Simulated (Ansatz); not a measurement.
One stationary structure of AlN. Level of theory: r2SCAN (plane waves to 500 eV, PAW, scalar-relativistic; Ansatz, an electronic-structure program).

```cif
data_AlN
_chemical_formula_sum 'N1 Al1'
_space_group_name_H-M_alt 'P 1'
_space_group_IT_number 1
_cell_length_a 3.08973
_cell_length_b 3.08973
_cell_length_c 3.08973
_cell_angle_alpha 60.000
_cell_angle_beta 60.000
_cell_angle_gamma 60.000
loop_
_space_group_symop_operation_xyz
  'x, y, z'
loop_
_atom_site_label
_atom_site_type_symbol
_atom_site_fract_x
_atom_site_fract_y
_atom_site_fract_z
_atom_site_occupancy
N1 N 0.75000 0.75000 0.75000 1
Al1 Al 0.00000 0.00000 0.00000 1
```

### Question
Find the space group and the Wyckoff positions (tolerance 0.01 Å).

### Answer
Space group F-43m (No. 216); a = b = c = 4.370 Å, α = β = γ = 90.00°

```json
[
 {"atom": "N", "site": "4c", "symmetry": "-43m", "x": "0.2500", "y": "0.2500", "z": "0.2500"},
 {"atom": "Al", "site": "4a", "symmetry": "-43m", "x": "0.0000", "y": "0.0000", "z": "0.0000"}
]
```

This is the zinc blende type.

### Question
Give the shortest distances between elements (the closest pairs, up to four, under 3.6 Å).

### Answer
Al–N 1.89 Å; N–N 3.09 Å; Al–Al 3.09 Å.

| Item | Result |
|---|---|
| Volume per atom | 10.43 Å³ |
| Band gap | 3.93 eV, indirect (valence top at or next to Γ, conduction bottom at X) (no spin-orbit coupling) |
| Smallest direct gap | 4.84 eV at Γ |

No spin polarisation in the result.

Measured for AlN: a 4.368 Å (static lattice; corrected from measurement; as listed in Daniel Mejia-Rodriguez, S. B. Trickey, Phys. Rev. B (2018)); gap 5.34 eV (as listed in Daiki Deguchi et al., Japanese Journal of Applied Physics (2016)). Computed minus measured — a: r2SCAN 0.0 %; gap: r2SCAN -1.41 eV. The computed values are for a static lattice, and a measured gap can be an optical one, lowered by exciton binding.

The run could not lose the symmetry of its start.

All atoms sit on sites fixed by symmetry, so only the cell could relax.
